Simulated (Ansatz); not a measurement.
Ansatz (a program for electronic structure) input:

Ansatz 0.2 input:
```yaml
crystal:
  periodic: [false, false, false]
  atoms:
    - {symbol: B, position_ang: [-0.00357489, 0.00583204, -0.01847686]}
    - {symbol: Cl, position_ang: [1.65511099, -0.24273559, -0.42984254]}
    - {symbol: Cl, position_ang: [-0.63537910, -0.65223130, 1.45424058]}
    - {symbol: Cl, position_ang: [-1.03294292, 0.94772030, -1.03701880]}
basis:
  gaussian:
    orbitals: def2-TZVP
hamiltonian:
  xc: b3lyp
  dispersion: d3bj
total_charge: 1
magnetization: {spin_polarized: true, initial_magnetization: 1}
relax: {f_tol: 0.002, max_steps: 150}
```

Problem. What final total energy does it print?

Solution. -1405.26374 Eh (B3LYP-D3(BJ)/def2-TZVP). The basis has 142 functions.
